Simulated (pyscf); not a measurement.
9 silicon, germanium or tin steps of one kind (four-centre exchange, closed-shell): barrier in kcal/mol, from the separated reactants or the lowest minimum found. Optimised with ωB97X-D3(BJ)/def2-SVP in PySCF. Functionals in def2-TZVP; the last column is ωB97M-D3(BJ)/def2-TZVP. Rows were drawn at random from the steps of this kind and element class whose saddle was verified and whose references are stable.

```csv
step,PBE,PBE0-D3(BJ),r²SCAN,ωB97M-D3(BJ)
H₂P–GeH₃ + SiH₄ -> H₃Si–PH–GeH₃ + H₂,49.1,53.0,53.2,62.2
HN=SiH–Cl + SiH₄ → H₃Si–N=SiH–Cl + H₂,34.4,34.4,35.0,38.5
HS–Ge(Cl)(Cl)–Cl + HCl → H₂S + Cl–Ge(Cl)(Cl)–Cl,[?],23.3,22.9,29.1
HO–PH–SiH₃ + H₂ -> HO–PH₂ + SiH₄,[?],61.2,61.2,65.9
H₃Ge–O–GeH₃ + HCl → Cl–GeH₂–O–GeH₃ + H₂,25.8,28.2,27.4,32.6
H₃Si–SiH(SiH₃)–SiH₃ + HCl → H₃Si–SiH(SiH₃)–SiH₂–Cl + H₂,28.6,28.2,29.2,30.8
H₃C–Si:–CH₃ [singlet] + H₂ -> CH₄ + H₃C–SiH: [singlet],11.1,12.7,12.6,18.0
H₃C–SnH₃ + H₂O -> CH₄ + HO–SnH₃,33.1,36.5,34.4,39.0
SiH₄ + H₃Si–SH → H₃Si–S–SiH₃ + H₂,39.1,40.7,41.1,46.7
```

Problem. Fill in the missing entries.

Solution. 
- HS–Ge(Cl)(Cl)–Cl + HCl → H₂S + Cl–Ge(Cl)(Cl)–Cl, PBE: 21.4
- HO–PH–SiH₃ + H₂ -> HO–PH₂ + SiH₄, PBE: 58.1

Differences from the last column (kcal/mol): PBE: mean -6.9, median -6.9, mean size 6.9, lower in 9 of 9; PBE0-D3(BJ): mean -5.0, median -4.7, mean size 5.0, lower in 9 of 9; r²SCAN: mean -5.1, median -5.2, mean size 5.1, lower in 9 of 9. PBE is closest for row 6 (2.2 kcal/mol apart) and farthest for row 1 (13.1 kcal/mol). PBE, r²SCAN and M06-2X carry no added dispersion term. The last column is a level with limits of its own. Each barrier is that of the saddle found. Elements up to Kr have no core potential and no relativistic terms here. Elements past Kr carry the def2 core potentials, without spin-orbit coupling.
